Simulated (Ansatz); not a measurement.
**Worked example: correlation energy of H2N–O, doublet**

Geometry: displaced at random from a stationary point.

```csv
atom,x (Å),y (Å),z (Å)
N,0.0853,-0.0009,0.5918
O,-0.0796,0.0074,-0.6585
H,-0.0029,0.8512,1.1052
H,0.0802,-0.9565,1.1234
```

Basis cc-pVDZ; Ansatz 0.2.0. Only valence electrons are correlated (noble-gas cores frozen), which leaves 13 electrons in 36 orbitals. R marks a restricted (for open shells ROHF) determinant, U an unrestricted one.

Full CI isn't at hand for all of this; UCCSDT(Q) serves as the reference, and is uncertain by about the last step of the cluster series.

Runs differ by some tens of microhartree through their thresholds and, for an open shell, their frozen cores, so steps under 0.03 kcal/mol mean nothing.

```csv
level,total energy (hartree)
UHF,-130.398970
UMP2,-130.732491
UCCSD,-130.753152
UCCSD(T),-130.761518
UCCSDT,-130.761956
UCCSDT(Q),-130.762995
```

**Question.** What is the correlation energy at UCCSDT(Q), and what share of it do UMP2 and UCCSDT recover?

**Answer.** E(corr) = -130.762995 − (-130.398970) = -0.364025 hartree = -9.906 eV. UMP2: -0.333521 / -0.364025 = 91.62 %. UCCSDT: -0.362986 / -0.364025 = 99.71 %.

**Question.** By how many kcal/mol does UCCSD(T) miss UCCSDT(Q) (1 hartree = 627.509 kcal/mol), and which steps make up the rest?

**Answer.** -130.761518 − (-130.762995) = 0.001477 hartree = 0.93 kcal/mol. Steps: UCCSDT − UCCSD(T) = -0.27, UCCSDT(Q) − UCCSDT = -0.65 kcal/mol. Differences between like states or geometries often cancel part of this.
